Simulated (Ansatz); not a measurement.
**ClF (chlorine monofluoride): B3LYP/6-31G(d) (spherical functions)**

What is the energy change on altering one bond length of ClF (chlorine monofluoride) at B3LYP/6-31G* (spherical functions)? 

The calculation is run with Ansatz 0.2.0.

33 further runs of the same task are left out: 33 set aside as unsound or not needed.

## Step 1: Starting point

ClF: 2 atoms, total charge 0, spin state singlet. As SMILES, `FCl`. The shape is that of a PBE0-D4/def2-TZVP optimisation.

Bond lengths: F1–Cl2 1.620 Å.

## Step 2: The energy at B3LYP/6-31G(d) (spherical functions)

The input, molecule.yaml:

```yaml
crystal:
  periodic: [false, false, false]
  atoms:
    - {symbol: F, position_ang: [-0.000000, -0.000000, 0.031290]}
    - {symbol: Cl, position_ang: [0.000000, 0.000000, 1.650960]}
basis:
  gaussian:
    orbitals: 6-31G_st_-spherical.json
hamiltonian:
  xc: {name: B3LYP}
accuracy: high
output:
  orbitals: {seedname: orbitals}
```

The basis set 6-31G* is read from a file made from the Basis Set Exchange's data (not shown).

Started as:

```console
$ ansatz run molecule.yaml --threads 1 --pin off --max-ram 3480MiB --events-out events.jsonl --progress --plain --runs-dir runs
```

Output:

```text
Warning: RAYON_NUM_THREADS=1 ignored (pool sized by the plan → 1); use --threads N
Functional definition: B3LYP
  name "B3LYP"
  parameter a0 = 0.2
  parameter ax = 0.72
  parameter ac = 0.81
  exchange = (1 - a0 - ax)*slater_x + ax*b88_x + a0*exact_x
  correlation = (1 - ac)*vwn_rpa_c + ac*lyp_c
553 factors; integrals over basis functions are off by at most 4.1e-9 eV
mean field evaluation 1: about -15236.0683 eV, gradient 2.0e1 eV
mean field evaluation 2: about -15235.0275 eV, gradient 3.2e1 eV
mean field evaluation 4: about -15236.6674 eV, gradient 4.8e-1 eV
mean field evaluation 8: about -15236.6668 eV, gradient 1.1e-2 eV
mean field evaluation 16: about -15236.6668 eV, gradient 4.6e-8 eV
mean field -15236.66683992 eV, -559.9371785834 hartree, gradient 4.6e-8 eV, S^2 0.000000; 0 other end points of the search recorded, 0 dependent functions left out
reference -15236.66686184 eV, -559.9371793887 hartree; 13, 13 occupied and 19, 19 virtual orbitals, 553 factors
Total energy: -15236.66686184 eV, -559.9371793887 hartree
```

Run time: 0.87 s. Hardware: 1 thread of Arm Neoverse V2, shared host.

## Step 3: The distorted shape

The input, job.yaml:

```yaml
crystal:
  periodic: [false, false, false]
  atoms:
    - symbol: F
      position_ang: [-0.000000, -0.000000, -0.454640]
    - symbol: Cl
      position_ang: [0.000000, 0.000000, 1.650960]
basis:
  gaussian: {orbitals: 6-31G_st_-spherical.json}
magnetization: {spin_polarized: false, initial_magnetization: 0}
hamiltonian: {xc: {name: B3LYP}}
accuracy: high
output: {orbitals: {seedname: orbitals}}
```

The basis set 6-31G* is read from a file made from the Basis Set Exchange's data (not shown).

Started as:

```console
$ ansatz run job.yaml --threads 1 --pin off --max-ram 3480MiB --events-out events.jsonl --progress --plain --runs-dir runs
```

Output:

```text
Warning: RAYON_NUM_THREADS=1 ignored (pool sized by the plan → 1); use --threads N
Functional definition: B3LYP
  name "B3LYP"
  parameter a0 = 0.2
  parameter ax = 0.72
  parameter ac = 0.81
  exchange = (1 - a0 - ax)*slater_x + ax*b88_x + a0*exact_x
  correlation = (1 - ac)*vwn_rpa_c + ac*lyp_c
534 factors; integrals over basis functions are off by at most 7.0e-9 eV
mean field evaluation 1: about -15233.3275 eV, gradient 3.0e1 eV
mean field evaluation 2: about -15218.2164 eV, gradient 8.3e1 eV
mean field evaluation 4: about -15235.3573 eV, gradient 2.3e0 eV
mean field evaluation 8: about -15235.3721 eV, gradient 9.8e-2 eV
mean field evaluation 16: about -15235.3721 eV, gradient 1.7e-7 eV
mean field -15235.37211468 eV, -559.8895983084 hartree, gradient 1.4e-8 eV, S^2 0.000000; 0 other end points of the search recorded, 0 dependent functions left out
reference -15235.37213762 eV, -559.8895991515 hartree; 13, 13 occupied and 19, 19 virtual orbitals, 534 factors
Total energy: -15235.37213762 eV, -559.8895991515 hartree
```

It took 0.85 s on 1 thread of Arm Neoverse V2, shared host.

## Step 4: Outcome

Level: B3LYP/6-31G* (spherical functions).

| quantity | value |
| --- | --- |
| first shape: total energy | -559.93718 Eh |
| first shape: HOMO energy | -8.80 eV |
| first shape: LUMO energy | -2.81 eV |
| first shape: HOMO–LUMO gap | 5.98 eV |
| distorted shape: total energy | -559.88960 Eh |
| distorted shape: HOMO energy | -9.85 eV |
| distorted shape: LUMO energy | -6.66 eV |
| distorted shape: HOMO–LUMO gap | 3.19 eV |
| energy change with the F1–Cl2 bond stretched from 1.620 to 2.106 Å | 1.295 eV |

**Reading.** With the F1–Cl2 bond stretched from 1.620 to 2.106 Å the energy rises by 1.29 eV (125 kJ/mol). The first shape isn't relaxed at this level, so the change isn't measured from a minimum.
